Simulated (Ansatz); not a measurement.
Voigt–Reuss–Hill bulk modulus of hcp Cd at several levels of theory

No measured value is used here.

| level (code) | value (GPa) | cell (Å³/atom) |
|---|---|---|
| LDA (Ansatz) | 67.5 | 20.06 |
| PBE (Ansatz) | 40.3 | 22.89 |
| PBEsol (Ansatz) | ___ | 21.02 |
| r²SCAN (Ansatz) | 48.6 | 21.98 |
| HSE06 (Ansatz) | 48.4 | 22.59 |

### Question
Fill in the missing entries.

### Answer

- PBEsol (Ansatz, a quantum-chemistry and plane-wave program), value (GPa): 57.3

HSE06: hybrids on metals are sensitive to the k mesh. Each level is taken at its own relaxed cell. Cutoffs and k meshes differ between the levels. Ansatz's density-functional and Hartree–Fock values are scalar-relativistic unless marked +SOC, with PAW data made under PBE.
